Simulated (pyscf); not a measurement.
Thermochemistry of product channels of `[F][Sn][F]` [singlet] + `[ClH]` on the singlet surface, in kcal/mol, from CCSD(T)/def2-TZVPP + ΔMP2(QZVPP) energies (ideal gas, 1 atm, RRHO with modes under 100 cm⁻¹ raised to 100, one conformer, R ln 2 for rigid chiral ones). PySCF, gas phase, ωB97X-D3(BJ)/def2-SVP geometries. Correlated levels are frozen-core, on RHF or UHF. ΔMP2 is the change of the MP2 total energy from the triple- to the quadruple-zeta basis.

```csv
products,ΔE,ΔH(298 K),ΔG(900 K),ΔG(1200 K)
`[FH]` + `[F][Sn][Cl]` [singlet],-6.1,-4.8,-5.9,-6.2
`[F][SnH]([F])[Cl]`,-6.4,-5.9,+22.9,+32.0
```

These are energies of the channels, which say nothing of barriers. The CCSD(T) − MP2 part came from Ansatz, without density fitting, on the same reference. The frozen core leaves the outer d or s,p core shells of the metals and heavy elements correlated in the MP2 and CC values, and def2-TZVPP describes them poorly, which can shift differences by a few kcal/mol. Elements past Kr carry the def2 core potentials, without spin-orbit coupling.
